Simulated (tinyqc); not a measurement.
Inside a calculation. Method: Pariser-Parr-Pople SCF with singles CI, for the molecule C=CC=C (SMILES; centres numbered as the heavy atoms are written). One step of it, computed by the program tinyqc.

Question. Singles CI, triplets. Over the 4 single excitations with the smallest orbital gaps: A = (e_a - e_i) delta - (ij|ab), with (pq|rs) = sum c_mp c_mq gamma_mn c_nr c_ns.

orbital energies (eV): -13.160378  -10.291812  -0.898188  1.970378

coefficients:
```
,MO1,MO2,MO3,MO4
1C,0.408094,0.577460,0.577460,-0.408094
2C,0.577460,0.408094,-0.408094,0.577460
3C,0.577460,-0.408094,-0.408094,-0.577460
4C,0.408094,-0.577460,0.577460,0.408094
```

repulsion gamma_rs (eV):
```
,1C,2C,3C,4C
1C,11.130000,7.551966,5.239207,3.669516
2C,7.551966,11.130000,7.555018,5.239207
3C,5.239207,7.555018,11.130000,7.551966
4C,3.669516,5.239207,7.551966,11.130000
```

Give: triplet CI matrix; triplet excitation energies.

Answer.

triplet CI matrix (eV):
```
,2>3,2>4,1>3,1>4
2>3,2.2245,0.0000,0.0000,1.7394
2>4,0.0000,4.9889,1.7394,0.0000
1>3,0.0000,1.7394,4.9889,0.0000
1>4,1.7394,0.0000,0.0000,7.3130
```

triplet excitation energies (eV): 1.6867  3.2495  6.7284  7.8508
